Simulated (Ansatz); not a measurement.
# CH3O (doublet): wave-function methods side by side at a displaced geometry (v2), cc-pVDZ

How much of the correlation energy of CH3O (doublet) does each wave-function method recover here?

Method: cc-pVDZ, core rule «outside noble gas», up to 2 orbitals frozen; program: Ansatz 0.2.0, Gaussian basis.

To be run: UHF; CCSD(T) on ROHF; CCSD(T) on UHF; BCCD(T) on ROHF; CISD; CCSDT(Q) on ROHF; CCSDT(Q) on UHF.

21 further runs of the same task are left out: 1 for a mislabelled method, 8 that didn't finish, 12 set aside as unsound or not needed.

## 1. The system

The geometry is a PBE0/def2-TZVP stationary point (not a proven minimum) with its atoms shifted at random (size 0.100 Å).

5 atoms, charge 0, spin multiplicity 2.

Atoms are counted from 1 here; the program's logs count them from 0.

Bond lengths: O1–C2 1.354 Å, C2–H3 1.185 Å, C2–H4 1.027 Å, C2–H5 1.155 Å. Angles: O1–C2–H3 101.9°, O1–C2–H4 115.0°, O1–C2–H5 117.9°, H3–C2–H4 101.5°, H3–C2–H5 97.6°, H4–C2–H5 117.8°.

## 2. UHF

Input file in.yaml:

```yaml
crystal:
  periodic: [false, false, false]
  atoms:
    - {symbol: O, position_ang: [0.070357, 0.004419, 0.692400]}
    - {symbol: C, position_ang: [-0.094517, 0.021126, -0.651843]}
    - {symbol: H, position_ang: [0.850746, -0.590158, -1.020701]}
    - {symbol: H, position_ang: [0.065212, 0.932839, -1.097230]}
    - {symbol: H, position_ang: [-0.906490, -0.664561, -1.105370]}
basis:
  gaussian: {orbitals: cc-pVDZ}
magnetization: {spin_polarized: true, initial_magnetization: 1}
hamiltonian: {xc: hf}
output: {orbitals: {seedname: orbitals}}
```

On the command line:

```console
$ ansatz run in.yaml --threads 1 --pin off --events-out ev --progress --plain --max-ram 2393MiB
```

Further steps of the session: CCSD(T) on ROHF; CCSD(T) on UHF; BCCD(T) on ROHF; CISD; CCSDT(Q) on ROHF; CCSDT(Q) on UHF.

Q: Predict the results of all the runs planned. Wanted: UCCSDT(Q) below the RHF energy; RMP2 from UCCSDT(Q); UMP2 from UCCSDT(Q); RCCSD from UCCSDT(Q); RCCSD(T) from UCCSDT(Q); UCCSD(T) from UCCSDT(Q); RCCSDT(Q) from UCCSDT(Q); T1 diagnostic.

**Answer**, as computed:

| quantity | value |
| --- | --- |
| UCCSDT(Q) below the RHF energy | -9.1384 eV |
| RMP2 from UCCSDT(Q) | +105.4 kJ/mol |
| UMP2 from UCCSDT(Q) | +105.1 kJ/mol |
| RCCSD from UCCSDT(Q) | +22.3 kJ/mol |
| RCCSD(T) from UCCSDT(Q) | +3.3 kJ/mol |
| UCCSD(T) from UCCSDT(Q) | +3.2 kJ/mol |
| RCCSDT(Q) from UCCSDT(Q) | +0.1 kJ/mol |
| levels within 1 kcal/mol (43 meV) | RCCSD(T), UCCSD(T), BCCD(T), RCCSDT, UCCSDT, RCCSDT(Q) |
| T1 diagnostic | 0.024 |

What this shows: RCCSD(T) lands +3.3 kJ/mol from the yardstick (0.4 % of the correlation energy). These misses are within one basis, not against nature; the frozen cores of restricted and unrestricted runs differ, which can shift their rows.
